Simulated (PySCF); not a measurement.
Computed with TPSSh-D3(BJ)/def2-TZVP // PBE0-D3(BJ)/def2-TZVP run with PySCF 2.14.0. All species are isolated molecules in the gas phase. 

Reference species (SMILES): `[CH3]` (neutral, multiplicity 2).

The highest occupied spin orbital comes out as -6.06 eV.

Changed species: `[SH]` (radical fragment; the reference has radical fragment).

Give the shifts of the highest occupied spin orbital.

the highest occupied spin orbital falls by 0.70 eV, to -6.76 eV.
